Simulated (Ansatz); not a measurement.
# C₂HSi (doublet): the correlation ladder, cc-pVDZ

An exercise on one series of results from a longer session: the logs are not shown, and one member is left open.

Method: cc-pVDZ, core rule «outside noble gas», up to 7 orbitals frozen; program: Ansatz 0.2.0, Gaussian basis.

The runs, in order: UHF; CCSD(T) on ROHF; CCSD(T) on UHF; BCCD(T) on ROHF; CISD as a restricted active space (open shells left free, so some higher excitations enter); CCSDT(Q) on ROHF; CCSDT(Q) on UHF; CASSCF and MRCISD+Q, 9 electrons in 9 orbitals; CASSCF and NEVPT2, 9 electrons in 9 orbitals.

23 further runs of the same task are left out: 8 that didn't finish, 15 set aside as unsound or not needed. Runs told in other sessions of the task aren't counted.

## What is computed

The geometry is a PBE0/def2-TZVP stationary point (not a proven minimum).

4 atoms, charge 0, spin multiplicity 2.

Atoms are counted from 1 here; the program's logs count them from 0.

Bond lengths: C1–C2 1.303 Å, C1–Si3 1.845 Å, C2–Si3 1.882 Å, C2–H4 1.081 Å. Angles: C2–C1–Si3 71.1°, C1–C2–Si3 68.0°, C1–C2–H4 148.1°, Si3–C2–H4 143.9°, C1–Si3–C2 40.9°.

Set-up of the first run:

in.yaml reads:

```yaml
crystal:
  periodic: [false, false, false]
  atoms:
    - {symbol: C, position_ang: [0.000000, -0.816970, 0.768839]}
    - {symbol: C, position_ang: [0.000000, 0.461908, 1.020060]}
    - {symbol: Si, position_ang: [0.000000, 0.106896, -0.828106]}
    - {symbol: H, position_ang: [0.000000, 1.252374, 1.757882]}
basis:
  gaussian: {orbitals: cc-pVDZ}
magnetization: {spin_polarized: true, initial_magnetization: 1}
hamiltonian: {xc: hf}
output: {orbitals: {seedname: orbitals}}
```

Command:

```console
> ansatz run in.yaml --threads 1 --pin off --events-out ev --progress --plain --max-ram 2393MiB
```

Among the steps run: UHF; CCSD(T) on ROHF; CCSD(T) on UHF; BCCD(T) on ROHF; CISD as a restricted active space (open shells left free, so some higher excitations enter); CCSDT(Q) on ROHF; CCSDT(Q) on UHF; CASSCF and MRCISD+Q, 9 electrons in 9 orbitals; CASSCF and NEVPT2, 9 electrons in 9 orbitals.

One of the session's tables, all rows but one given; the rest of the session is left out.

It belongs to the step «Misses and costs». 

| method | from UCCSDT(Q) (meV) |
| --- | --- |
| ROHF | +9839.0 |
| UHF | +9658.7 |
| RMP2 | +1199.0 |
| UMP2 | +1281.5 |
| CISD | +1549.5 |
| RCCSD | +537.9 |
| UCCSD | +528.9 |
| RCCSD(T) | +63.7 |
| UCCSD(T) | +67.9 |
| BCCD(T) | +61.1 |
| RCCSDT | ? |
| UCCSDT | +41.9 |
| RCCSDT(Q) | +2.0 |
| UCCSDT(Q) | 0 |
| CASSCF frontier | +7085.0 |
| NEVPT2 frontier | +1137.9 |
| MRCISD frontier | +752.9 |
| MRCISD+Q frontier | +121.4 |

Estimate the missing values for RCCSDT.

**Answer.** from UCCSDT(Q) (meV): +43.5. In the column «from UCCSDT(Q) (meV)» it lies between UCCSDT (+41.9) and BCCD(T) (+61.1).

With the free atoms at the same levels and basis (separate runs), the atomisation energy is 14.516 eV at UCCSDT(Q), 14.485 eV at RCCSD(T), 14.478 eV at UCCSD(T), 10.818 eV at ROHF.

Limits of these values: Restricted and unrestricted rows rest on different reference determinants; a gap between their highest levels can come from leftover correlation error, from unlike frozen cores or from another state.
